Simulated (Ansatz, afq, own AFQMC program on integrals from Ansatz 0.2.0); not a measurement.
# GeH₂, triplet: a scan with AFQMC

```yaml
atoms:
  - { symbol: Ge, position_ang: [0.0000, -0.0208, 0.0000] }
  - { symbol: H, position_ang: [0.0000, 0.7490, -1.3344] }
  - { symbol: H, position_ang: [0.0000, 0.7490, 1.3344] }
```

The Ge1–H2 distance is changed with both sides rigid. Energies in kcal/mol count from this geometry (1.540 Å) at the same level; the start stands on UHF, each point on the determinant named.

Basis cc-pVDZ. Noble-gas cores (and the filled d shells of Ga–Kr and In–Xe) are frozen. Integrals, coupled cluster, full CI and functionals: Ansatz 0.2.0; the random walks run on the same integrals in our own AFQMC program. ph-AFQMC/CISD is guided by a CISD state made of CCSD amplitudes; releasing the constraint for a short imaginary time cuts its bias at the price of noise, slowly where states lie close. ± is one standard error of the sampling. No spin–orbit coupling.

Cautions, each for one point or more: inner d shell frozen; lower spins were not checked; no relativity below Rb; no spin-orbit coupling.

```tsv
r(Ge1–H2) / Å	det.	T1	weight	⟨S²⟩	CCSD(T)	ph-AFQMC/CISD	released AFQMC	CCSDT(Q)	PBE	MP2
1.392	UHF	0.013	0.94	2.01	5.7	5.8 ± 0.07	5.8 ± 0.06	5.8	6.2	5.2
1.701	UHF	0.015	0.93	2.01	3.5	3.4 ± 0.07	3.4 ± 0.07	3.5	2.6	4.3
4.056	UHF	0.012	0.93	2.01	47.9	48.0 ± 0.08	48.1 ± 0.07	48.0	48.3	48.1
```

Weight is that of the determinant in the CISD state; at the start T1 is 0.013 and the weight 0.94, and ⟨S²⟩ is 2.01. Symmetry can't show for every point that it stays on the start's state. Largest departures from CCSDT(Q), at the points where its series has closed: CCSD(T) -0.1 kcal/mol at 4.056 (on UHF), ph-AFQMC/CISD 0.1 kcal/mol at 1.392 (on UHF) (within the noise), released AFQMC 0.1 kcal/mol at 4.056 (on UHF) (within the noise), MP2 0.8 kcal/mol at 1.701 (on UHF). The functionals aren't scored here. In this small basis the wave-function levels are far from their limit, so their gap to the functionals isn't the functionals' error.

Some points may be missing: those where a free walk finds a much lower state, and past Zn most of those on another determinant than at the start.

A walk keeps the symmetry of its determinant, which the program's search chose and which needn't be the lowest solution, so a lower state of the same spin and another symmetry isn't excluded. Released energies are given only where the last usable release times agree within the noise; a slower fall can still hide under it.
